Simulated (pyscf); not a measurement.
Optimised with ωB97X-D3(BJ)/def2-SVP in PySCF.

### Question
`[F][Si]([SiH3])([SiH3])[SiH3]` + `[ClH]` → `[F][Si]([SiH3])([SiH3])[SiH2][Cl]` + `[H][H]`
Surface: singlet. Broken: H–Si, Cl–H. Formed: Cl–Si, H–H. Give ΔE‡ and ΔE from ωB97M-D3(BJ)/def2-TZVP, relative to the separated reactants.

### Answer
ΔE‡ = 1.11 eV, ΔE = -0.73 eV. Zero-point energy shifts the barrier by +0.09 eV. It is a four-centre exchange, with an imaginary mode of 441i cm⁻¹. At the saddle there is also a short Cl–Si, H–Si contact that neither side keeps. One saddle was located; it need not be the lowest between these sides.
